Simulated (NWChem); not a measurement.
# One shape, several levels: CH2N2 (methanediimine)

Aim: a comparison of 6 runs (HF/6-311+G**, HF/def2-TZVP, B3LYP/6-31G*, PBE/def2-TZVP, SVWN5/cc-pVTZ, CCSD(T)/def2-TZVP) of CH2N2 (methanediimine). 

The calculation is run with NWChem 7.3.0.

## (1) Starting point

CH2N2 has 5 atoms, charge 0, and is taken as a singlet. SMILES: `N=C=N`. The shape is that of a PBE0-D4/def2-TZVP optimisation.

Bond lengths: N1–C2 1.217 Å, C2–N3 1.217 Å, N1–H4 1.010 Å, N3–H5 1.010 Å. Angles: N1–C2–N3 171.2°, C2–N1–H4 119.5°, C2–N3–H5 119.5°.

## (2) Energy and forces at HF/6-311+G(d,p) (run 1)

File mymol.nw:

```
start mymol
title "CH2N2"
memory stack 880 mb heap 220 mb global 1100 mb

geometry noautosym nocenter noautoz
  N    -1.223010   -0.197100   -0.034990
  C    -0.008090   -0.139620   -0.075660
  N     1.197320   -0.245880   -0.204970
  H    -1.767940    0.622550   -0.262140
  H     1.801730   -0.039940    0.577760
end

basis spherical bse
  * library 6-311+G**
end

scf
  thresh 1e-08
  maxiter 80
  noprint "final vectors analysis"
end

task scf gradient
```

Launch:

```sh
$ nwchem mymol.nw > mymol.out
```

Log:

```text
[...]
  functions       =    78
[...]
  wavefunction    = RHF
[...]
         Total SCF energy =   -147.942388878752
      One-electron energy =   -319.420844118242
      Two-electron energy =    111.098490562784
 Nuclear repulsion energy =     60.379964676707
        Time for solution =      8.2s
[...]
                         RHF ENERGY GRADIENTS
    atom               coordinates                        gradient
                 x          y          z           x          y          z
   1 N      -2.311154  -0.372465  -0.066122   -0.015771  -0.008657   0.001118
   2 C      -0.015288  -0.263844  -0.142977    0.000276   0.004726   0.002562
   3 N       2.262607  -0.464646  -0.387337    0.014974  -0.005184  -0.008623
   4 H      -3.340922   1.176449  -0.495373   -0.008053   0.007489  -0.002054
   5 H       3.404776  -0.075476   1.091808    0.008573   0.001626   0.006997
[...]
```

Run time: 11 s. Hardware: 1 thread of Intel Xeon Platinum 8375C at 2.90GHz (Ice Lake), shared host; peak memory 0.1 GiB.

## (3) Energy and forces at HF/def2-TZVP (run 2)

File calc.nw:

```
start calc
memory stack 880 mb heap 220 mb global 1100 mb

geometry units angstroms noautosym nocenter noautoz
  N     -1.223010    -0.197100    -0.034990
  C     -0.008090    -0.139620    -0.075660
  N      1.197320    -0.245880    -0.204970
  H     -1.767940     0.622550    -0.262140
  H      1.801730    -0.039940     0.577760
end

basis spherical bse
  N library def2-TZVP
  C library def2-TZVP
  H library def2-TZVP
end

scf
  thresh 1e-08
  maxiter 80
  print low
end

task scf gradient
```

Launch:

```sh
$ nwchem calc.nw > calc.out
```

Log:

```text
[...]
  functions       =   105
[...]
  wavefunction    = RHF
[...]
         Total SCF energy =   -147.962086597884
      One-electron energy =   -319.540519881735
      Two-electron energy =    111.198468607144
 Nuclear repulsion energy =     60.379964676707
        Time for solution =     22.8s
[...]
                         RHF ENERGY GRADIENTS
    atom               coordinates                        gradient
                 x          y          z           x          y          z
   1 N      -2.311154  -0.372465  -0.066122   -0.019115  -0.009779   0.001239
   2 C      -0.015288  -0.263844  -0.142977    0.000345   0.005885   0.003189
   3 N       2.262607  -0.464646  -0.387337    0.018206  -0.005991  -0.009789
   4 H      -3.340922   1.176449  -0.495373   -0.008602   0.008132  -0.002260
   5 H       3.404776  -0.075476   1.091808    0.009166   0.001754   0.007620
 Task  times  cpu:       29.6s     wall:       29.6s
 Total times  cpu:       29.6s     wall:       29.6s
```

It took 30 s on 1 thread of Intel Xeon Platinum 8375C at 2.90GHz (Ice Lake), shared host; peak memory 0.12 GiB.

Runs 3 to 5 aren't shown in full; the table further down has their settings and results.

## (4) The energy at CCSD(T)/def2-TZVP (run 6)

File input.nw:

```
start input
memory stack 880 mb heap 220 mb global 1100 mb

geometry noautosym nocenter noautoz
 N       -1.223010      -0.197100      -0.034990
 C       -0.008090      -0.139620      -0.075660
 N        1.197320      -0.245880      -0.204970
 H       -1.767940       0.622550      -0.262140
 H        1.801730      -0.039940       0.577760
end

basis spherical bse
 N library def2-TZVP
 C library def2-TZVP
 H library def2-TZVP
end

scf
 thresh 1e-08
 maxiter 80
 print low
end

ccsd
 freeze core 3
 maxiter 60
end

task ccsd(t)
```

Launch:

```sh
$ nwchem input.nw > input.out
```

Log:

```text
[...]
  functions       =   105
[...]
  wavefunction    = RHF
[...]
         Total SCF energy =   -147.962086597884
      One-electron energy =   -319.540519881735
      Two-electron energy =    111.198468607144
 Nuclear repulsion energy =     60.379964676707
        Time for solution =     29.8s
[...]
 Total MP2 energy:           -148.506873447568751
[...]
             energy      energy      error      ampl     ampl      Block
                                                time     time      time
[...]
 Total CCSD energy:           -148.513082180897044
[...]
 Total CCSD+T(CCSD) energy:           -148.542495269774633
[...]
 Total CCSD(T) energy:                -148.540923321361788
[...]
```

Wall time 4.2 min (1 thread of Intel Xeon Platinum 8375C at 2.90GHz (Ice Lake), shared host); peak memory 0.29 GiB.

## (5) Overview of the runs

| run | level | Cartesian functions | iteration cap | energy (Eh) | dipole moment (D) | largest force (eV/Å) | wall time |
| --- | --- | --- | --- | --- | --- | --- | --- |
| 1 | HF/6-311+G** | no | 80 | -147.942389 | 2.41 | 0.928 | 11 s |
| 2 | HF/def2-TZVP | no | 80 | -147.962087 | – | 1.107 | 30 s |
| 3 | B3LYP/6-31G* (Cartesian functions) | yes | 100 | -148.777826 | 2.19 | 0.943 | 12 s |
| 4 | PBE/def2-TZVP | no | 100 | -148.676976 | 1.99 | 0.851 | 30 s |
| 5 | SVWN5/cc-pVTZ | no | 100 | -147.609873 | 1.98 | 0.456 | 32 s |
| 6 | CCSD(T)/def2-TZVP | no | 80 | -148.540923 | – | – | 4.2 min |

## (6) What came out

| quantity | value |
| --- | --- |
| run 6: total energy | -148.54092 Eh |
| run 6: correlation energy (3 core orbitals frozen) | -578.8 mEh |
| run 6: (T) correction | -27.84 mEh |

**Reading.** Over runs 1, 3, 4, 5 the dipole moment (its size) runs from 1.98 D (SVWN5/cc-pVTZ) to 2.41 D (HF/6-311+G**). The two ends differ in method and basis. Over runs 3, 4, 5 the HOMO–LUMO gap runs from 6.55 eV (PBE/def2-TZVP) to 8.50 eV (B3LYP/6-31G*). Totals of different functionals can't be ranked against each other. All runs together took 6.1 min, the longest 4.2 min.
